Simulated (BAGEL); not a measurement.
# AlNH3S (SMILES [NH2][Al][SH]): UHF/STO-3G (density fitting with qzvpp-jkfit)

Aim: the energy change on altering one bond length of AlNH3S at UHF/STO-3G (density fitting with qzvpp-jkfit), from 2 runs. 

The calculation is run with BAGEL 1.2.2.

1 further run of the same task is left out (it didn't finish).

## Step 1: The structure to begin with

AlNH3S: 6 atoms, total charge 0, spin state doublet. As SMILES, `[NH2][Al][SH]`. The coordinates come from a PBE0-D4/def2-TZVP relaxation. This is one conformer, not always the lowest.

Bond lengths: N1–Al2 1.770 Å, Al2–S3 2.208 Å, N1–H4 1.009 Å, N1–H5 1.007 Å, S3–H6 1.343 Å. Angles: N1–Al2–S3 115.8°, Al2–N1–H4 125.1°, Al2–N1–H5 124.5°, Al2–S3–H6 93.4°, H4–N1–H5 110.4°.

## Step 2: The energy at UHF/STO-3G (density fitting with qzvpp-jkfit)

calc.json reads:

```json
{ "bagel": [

{
  "title": "molecule",
  "basis": "sto-3g",
  "df_basis": "qzvpp-jkfit",
  "angstrom": true,
  "geometry": [
    { "atom": "N", "xyz": [      -0.909500,       0.196700,      -0.977100 ] },
    { "atom": "Al", "xyz": [       0.142900,      -0.793800,       0.045400 ] },
    { "atom": "S", "xyz": [       1.372100,       0.308200,       1.511800 ] },
    { "atom": "H", "xyz": [      -0.980700,       1.201900,      -0.933300 ] },
    { "atom": "H", "xyz": [      -1.523300,      -0.168400,      -1.686700 ] },
    { "atom": "H", "xyz": [       1.940700,      -0.808600,       1.993700 ] }
  ]
},

{
  "title": "uhf",
  "nopen": 1
},

{
  "title": "print",
  "file": "orbitals.molden",
  "orbitals": true
}

]}
```

Run with:

```
$ BAGEL_NUM_THREADS=1 BAGEL calc.json > calc.out
```

What it wrote:

```text
* using 1 threads per process

  ===============================================================
  ===============================================================

  *** Geometry ***

  { "atom" : "N", "xyz" : [     -1.718706,      0.371709,     -1.846451 ] },
  { "atom" : "Al", "xyz" : [      0.270042,     -1.500065,      0.085794 ] },
  { "atom" : "S", "xyz" : [      2.592893,      0.582414,      2.856888 ] },
  { "atom" : "H", "xyz" : [     -1.853254,      2.271262,     -1.763681 ] },
  { "atom" : "H", "xyz" : [     -2.878620,     -0.318230,     -3.187401 ] },
  { "atom" : "H", "xyz" : [      3.667391,     -1.528033,      3.767547 ] },

  Number of auxiliary basis functions:      387

  Since a DF basis is specified, we compute 2- and 3-index integrals:
    o Being stored without compression. Storage requirement is 0.002 GB

  Number of basis functions:       26
  Number of electrons      :       39

    * METHOD: MOLECULE                             0.10

  *** Open-shell HF ***

  === Nuclear Repulsion ===
   122.1536830067

      * DIIS with orbital gradients will be used.

  === UHF iteration (sto-3g) ===
      0       -687.59212065          0.03182764           0.03
      1       -687.67015535          0.00903830           0.03
      2       -687.67815302          0.00298711           0.03
      3       -687.67935113          0.00108061           0.02
      4       -687.67987418          0.00019024           0.02
      5       -687.67991129          0.00008120           0.02
      6       -687.67992233          0.00003514           0.02
      7       -687.67992495          0.00001153           0.02
      8       -687.67992514          0.00000279           0.02
      9       -687.67992516          0.00000109           0.02
     10       -687.67992517          0.00000033           0.03
     11       -687.67992517          0.00000008           0.03
     12       -687.67992517          0.00000002           0.03
     13       -687.67992517          0.00000001           0.03
     14       -687.67992517          0.00000001           0.03
    * SCF iteration converged.

    * S^2 (UHF) is 0.7555

    * Permanent dipole moment:
           (    0.328314,     1.031538,     0.480388) a.u.

    * METHOD: UHF                                  0.45

    * METHOD: PRINT                                0.00

  ===============================================================
```

Wall time 0.72 s (1 thread of Arm Neoverse V1, shared host); peak memory 0.083 GiB.

## Step 3: The distorted shape

hf.json reads:

```json
{ "bagel": [

{
  "title": "molecule",
  "basis": "sto-3g",
  "df_basis": "qzvpp-jkfit",
  "angstrom": "true",
  "geometry": [
    { "atom": "N", "xyz": [   -2.172397,    1.385316,   -2.204116 ] },
    { "atom": "Al", "xyz": [    0.142900,   -0.793800,    0.045400 ] },
    { "atom": "S", "xyz": [    1.372100,    0.308200,    1.511800 ] },
    { "atom": "H", "xyz": [   -2.243597,    2.390516,   -2.160316 ] },
    { "atom": "H", "xyz": [   -2.786197,    1.020216,   -2.913716 ] },
    { "atom": "H", "xyz": [    1.940700,   -0.808600,    1.993700 ] }
  ]
},
{ "title": "uhf", "nopen": 1 },
{ "title": "print", "file": "orbitals.molden", "orbitals": "true" }

]}
```

Run with:

```
$ BAGEL_NUM_THREADS=1 BAGEL hf.json > hf.out
```

What it wrote:

```text
* using 1 threads per process

  ===============================================================
  ===============================================================

  *** Geometry ***

  { "atom" : "N", "xyz" : [     -4.105235,      2.617868,     -4.165176 ] },
  { "atom" : "Al", "xyz" : [      0.270042,     -1.500065,      0.085794 ] },
  { "atom" : "S", "xyz" : [      2.592893,      0.582414,      2.856888 ] },
  { "atom" : "H", "xyz" : [     -4.239784,      4.517421,     -4.082406 ] },
  { "atom" : "H", "xyz" : [     -5.265149,      1.927929,     -5.506125 ] },
  { "atom" : "H", "xyz" : [      3.667391,     -1.528033,      3.767547 ] },

  Number of auxiliary basis functions:      387

  Since a DF basis is specified, we compute 2- and 3-index integrals:
    o Being stored without compression. Storage requirement is 0.002 GB

  Number of basis functions:       26
  Number of electrons      :       39

    * METHOD: MOLECULE                             0.10

  *** Open-shell HF ***

  === Nuclear Repulsion ===
    96.7588560542

      * DIIS with orbital gradients will be used.

  === UHF iteration (sto-3g) ===
      0       -687.18869656          0.04519921           0.02
      1       -686.01794096          0.13274487           0.02
      2       -685.65781842          0.07576867           0.02
      3       -686.62135420          0.08028218           0.02
      4       -687.56870219          0.00746337           0.02
      5       -687.57595497          0.00410695           0.02
      6       -687.57851649          0.00247423           0.02
      7       -687.57964446          0.00082151           0.02
      8       -687.57980348          0.00006463           0.02
      9       -687.57980799          0.00001537           0.02
     10       -687.57980910          0.00000361           0.02
     11       -687.57980945          0.00000090           0.02
     12       -687.57980955          0.00000045           0.02
     13       -687.57980961          0.00000013           0.02
     14       -687.57980962          0.00000003           0.03
     15       -687.57980963          0.00000001           0.02
    * SCF iteration converged.

    * S^2 (UHF) is 0.7569

    * Permanent dipole moment:
           (    1.056988,     0.281053,     1.180536) a.u.

    * METHOD: UHF                                  0.46

    * METHOD: PRINT                                0.00

  ===============================================================
```

Wall time 0.72 s (1 thread of Arm Neoverse V1, shared host); peak memory 0.083 GiB.

## Step 4: Results

Level: UHF/STO-3G (density fitting with qzvpp-jkfit).

| quantity | value |
| --- | --- |
| first shape: total energy | -687.67993 Eh |
| first shape: dipole moment | 3.01 D |
| first shape: ⟨S²⟩ | 0.755 |
| distorted shape: total energy | -687.57981 Eh |
| distorted shape: dipole moment | 4.09 D |
| distorted shape: ⟨S²⟩ | 0.757 |
| energy change with the N1–Al2 bond stretched from 1.770 to 3.895 Å | 2.724 eV |

With the N1–Al2 bond stretched from 1.770 to 3.895 Å the energy rises by 2.72 eV (263 kJ/mol). The first shape isn't relaxed at this level, so the change isn't measured from a minimum. The minimal basis adds a large error of its own.
